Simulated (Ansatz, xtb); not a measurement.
## Redistribution: C2H3Cl3 + C3H6 → C2H4Cl2 + C3H5Cl

Species: C2H3Cl3 (1,1,2-trichloroethane) `ClCC(Cl)Cl`, singlet; C3H6 (propene) `C=CC`, singlet; C2H4Cl2 (1,1-dichloroethane) `CC(Cl)Cl`, singlet; C3H5Cl `C/C=C/Cl`, singlet. The partners trade Cl for H; both sit on C, so the bond types are kept.

Shapes, held fixed at every level: PBE0-D4/def2-TZVP. Flexible molecules stand in one conformer, not always the lowest. Programs: Ansatz 0.2.0, xtb 6.7.1. The zero-point and thermal change to 298 K, harmonic and unscaled (PBE0-D4/def2-TZVP), is -0.1 kJ/mol.

(1) Estimate ΔH(298 K) of this reaction.

Answers

(1) The highest level, CCSD(T)/CBS estimate, gives ΔH(298 K) = -14.9 kJ/mol; the levels span -44.3 to -14.9. The column of differences is taken from that level and isn't an error. No measured value is set beside it here. The CBS estimate extrapolates MP2 from def2-TZVPP and def2-QZVPP and adds CCSD(T) − MP2 in the triple-zeta set, cores frozen.

```json
{"level": "GFN2-xTB", "kind": "semi-empirical", "ΔH(298 K) (kJ/mol)": "-44.3", "less CCSD(T)/CBS estimate": "-29.4"}
{"level": "SPW92/def2-TZVPP", "kind": "LDA", "ΔH(298 K) (kJ/mol)": "-24.0", "less CCSD(T)/CBS estimate": "-9.1"}
{"level": "PBE-D4/def2-TZVPP", "kind": "GGA", "ΔH(298 K) (kJ/mol)": "-22.0", "less CCSD(T)/CBS estimate": "-7.1"}
{"level": "r2SCAN-D4/def2-TZVPP", "kind": "meta-GGA", "ΔH(298 K) (kJ/mol)": "-21.9", "less CCSD(T)/CBS estimate": "-7.0"}
{"level": "MP2/def2-SVP", "kind": "perturbation theory", "ΔH(298 K) (kJ/mol)": "-18.5", "less CCSD(T)/CBS estimate": "-3.6"}
{"level": "CCSD/def2-SVP", "kind": "coupled cluster or CI", "ΔH(298 K) (kJ/mol)": "-16.5", "less CCSD(T)/CBS estimate": "-1.6"}
{"level": "CCSD(T)/def2-TZVPP", "kind": "coupled cluster or CI", "ΔH(298 K) (kJ/mol)": "-15.7", "less CCSD(T)/CBS estimate": "-0.8"}
{"level": "CCSD/def2-TZVPP", "kind": "coupled cluster or CI", "ΔH(298 K) (kJ/mol)": "-15.5", "less CCSD(T)/CBS estimate": "-0.6"}
{"level": "CCSD(T)/CBS estimate", "kind": "coupled cluster or CI", "ΔH(298 K) (kJ/mol)": "-14.9", "less CCSD(T)/CBS estimate": "0.0"}
```
